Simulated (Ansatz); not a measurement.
Start from `C[Si]F` and change one atom or group to get `F[Si]F`.

Ansatz, PBE0-D4/def2-TZVP geometries, multiplicity 1. 

```
                                        property  `C[Si]F`
              LUMO energy (PBE0/def2-TZVPP) / eV     -2.11
             HOMO–LUMO gap (PBE/def2-TZVPP) / eV      2.53
  zero-point energy (PBE0-D4/def2-TZVP) / kJ/mol      98.4
             HOMO energy (B3LYP/def2-TZVPP) / eV     -6.44
size of the dipole moment (B3LYP/def2-TZVPP) / D      1.52
         HOMO–LUMO gap (ωB97M-V/def2-TZVPP) / eV      8.63
```

Q: What does the change do to each property? (An estimate is asked.)

A: The calculation gave: 
```json
{"property": "LUMO energy (PBE0/def2-TZVPP) / eV", "`F[Si]F`": "-2.13", "shift": "-0.02"}
{"property": "HOMO–LUMO gap (PBE/def2-TZVPP) / eV", "`F[Si]F`": "4.13", "shift": "1.60"}
{"property": "zero-point energy (PBE0-D4/def2-TZVP) / kJ/mol", "`F[Si]F`": "12.4", "shift": "-86.0"}
{"property": "HOMO energy (B3LYP/def2-TZVPP) / eV", "`F[Si]F`": "-8.13", "shift": "-1.69"}
{"property": "size of the dipole moment (B3LYP/def2-TZVPP) / D", "`F[Si]F`": "1.17", "shift": "-0.35"}
{"property": "HOMO–LUMO gap (ωB97M-V/def2-TZVPP) / eV", "`F[Si]F`": "10.44", "shift": "1.81"}
```

The zero-point energy changes by -86.0 kJ/mol with -9 modes. Dipoles are sizes alone; their direction can turn.

B3LYP here is the variant with VWN-RPA as its local correlation; programs differ in this.
